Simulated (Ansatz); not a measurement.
AlN: a test of scalar relativity, run with the Ansatz DFT code, driven from Python.

Script `aln_x2c.py`:
```python
"""Scalar relativity in AlN."""

import logging
import sys

import ansatz
import numpy as np

logging.basicConfig(stream=sys.stdout, format="[%(levelname)s] %(message)s")
logger = logging.getLogger("aln")
logger.setLevel(logging.INFO)

GEOMETRY = """
Al    0.00000    0.00000    0.00000
N     0.00000    0.00000    1.85000
"""

molecule = ansatz.Crystal.molecule()
for line in GEOMETRY.strip().splitlines():
    symbol, *xyz = line.split()
    molecule = molecule.atom(symbol, [float(v) for v in xyz])

model = (
    molecule.calculation()
    .functional("hf")
    .spin("collinear", total=2)
    .forces()
)
# a set contracted for a scalar-relativistic Hamiltonian goes with the relativistic run
sets = {"none": "cc-pVTZ", "scalar": "cc-pVTZ-DK"}
found = {kind: model.basis(gaussian=basis).pseudopotentials(relativity=kind).run(threads=1).report for kind, basis in sets.items()}
for kind, each in found.items():
    dipole = 4.803205 * np.linalg.norm(each["charge_distribution"]["dipole_moment_e_ang"])
    logger.info(f"{kind:7s} E = {each['free_energy_ev']:.4f} eV  dipole {dipole:.3f} D  largest force component {np.abs(each['forces_ev_ang']).max():.4f} eV/A")
logger.info(f"relativity lowers the total energy by {found['none']['free_energy_ev'] - found['scalar']['free_energy_ev']:.3f} eV")
```

What does scalar relativity change in the total energy and in the dipole?

The total moves by -12.6 eV, nearly all in the cores, and the dipole from 1.31 to 1.31 D.

The output:

Running `python aln_x2c.py` prints:
```text
[INFO] none    E = -8063.1692 eV  dipole 1.309 D  largest force component 0.9231 eV/A
[INFO] scalar  E = -8075.8050 eV  dipole 1.311 D  largest force component 0.9256 eV/A
[INFO] relativity lowers the total energy by 12.636 eV
```

Caveats:
- Total energies depend on the basis set; only differences at equal settings carry meaning.
- The geometry is a force-field or estimated start, not a minimum of this method. The basis set changes with the Hamiltonian (a set recontracted for scalar relativity), and most of the change in the total lies in the cores.
- The species is open-shell (spin multiplicity 3).
- The expectation value of S² is noticeably off S(S+1) in at least one run, so that state is spin-contaminated.
- The spin state was assumed, and another may lie lower.
- Finished in 5.8 s on 1 thread of Arm Neoverse V1 (shared host), peak memory 0.2 GiB.
